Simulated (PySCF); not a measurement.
Species: C4H5F.
SMILES with atom numbers: `[CH3:1][C:2]#[C:3][CH2:4][F:5]` (hydrogens: H6, H7, H8 on C1; H9, H10 on C4)

Computed by this run: PBE0-D3(BJ)/def2-SVP geometry optimisation, gas phase in PySCF 2.14.0; density fitting, grid level 1; the optimiser is geomeTRIC in internal coordinates, started from a GFN2-xTB structure with every atom displaced at random (about 0.01 Å).

Step 0: E = -6931.3978 eV
```
atom  x, y, z in Å  |  force x, y, z in eV/Å
C1     -2.0120    0.2720   -0.0333   -0.771   1.359  -0.286
C2     -0.6125    0.0690   -0.0928   -1.773   0.040   0.076
C3      0.5507   -0.1470   -0.1253    4.483  -0.658  -0.167
C4      2.0389   -0.3383   -0.1943   -1.740   0.688   0.743
F5      2.6351    0.7698   -0.7065    0.328   0.353  -0.179
H6     -2.5644   -0.5209   -0.5123   -0.420  -0.605  -0.275
H7     -2.2670    1.2209   -0.5559   -0.048  -0.299   0.143
H8     -2.3407    0.3841    0.9956   -0.296  -0.041   0.485
H9      2.4264   -0.5042    0.8329   -0.012  -0.164  -0.280
H10     2.2558   -1.1776   -0.8417    0.248  -0.674  -0.260
```

Step 1: E = -6931.4998 eV
```
atom  x, y, z in Å  |  force x, y, z in eV/Å
C1     -2.0312    0.2887   -0.0414   -0.003  -0.197  -0.108
C2     -0.5939    0.0775   -0.0124   -0.005   0.134   0.301
C3      0.6088   -0.0733    0.0456   -0.140  -0.171  -0.550
C4      2.0249   -0.3194   -0.1813    0.330  -0.043  -0.204
F5      2.6563    0.7687   -0.7432   -0.115  -0.103   0.043
H6     -2.5309   -0.5524   -0.5552    0.007   0.106   0.086
H7     -2.2716    1.2049   -0.5983   -0.012   0.074  -0.040
H8     -2.4647    0.3850    0.9656    0.054  -0.026   0.030
H9      2.5474   -0.5631    0.7515    0.059  -0.036   0.268
H10     2.1651   -1.1888   -0.8647   -0.175   0.262   0.174
```

**Question.** Estimate the geometry and energy of step 2. (The exact step hangs on the optimiser's Hessian estimate; all steps are aligned on step 1, rigid shifts and turns removed.)

**Answer.** E = -6931.5255 eV, largest force 0.364 eV/Å
```
atom  x, y, z in Å  |  force x, y, z in eV/Å
C1     -2.0324    0.2868   -0.0428   -0.017  -0.027  -0.061
C2     -0.5961    0.0748   -0.0485    0.072   0.068   0.224
C3      0.6062   -0.0814   -0.0103   -0.113  -0.078  -0.337
C4      2.0331   -0.3180   -0.1808    0.116   0.036   0.034
F5      2.6716    0.7666   -0.7343   -0.031  -0.066   0.070
H6     -2.5555   -0.5461   -0.5390   -0.005   0.009   0.018
H7     -2.2881    1.2092   -0.5878    0.004   0.002   0.018
H8     -2.4263    0.3770    0.9810    0.010   0.004   0.011
H9      2.5192   -0.5582    0.7820   -0.034   0.046  -0.003
H10     2.1785   -1.1830   -0.8530   -0.002   0.007   0.026
```

The energy changes by -0.0256 eV. The first-order estimate −F·Δx gives -0.0354 eV and the mean of the old and new forces, exact on a quadratic surface, -0.0254 eV. The step makes an angle of 69° with the force vector and moves no atom by more than 0.057 Å.

What follows is the cost of the whole optimisation. Hardware: one thread of an Arm Neoverse N1, no GPU, shared host with 64 logical CPUs at a one-minute load of 60. Cost: 35 s wall, 0.38 GiB resident at most.
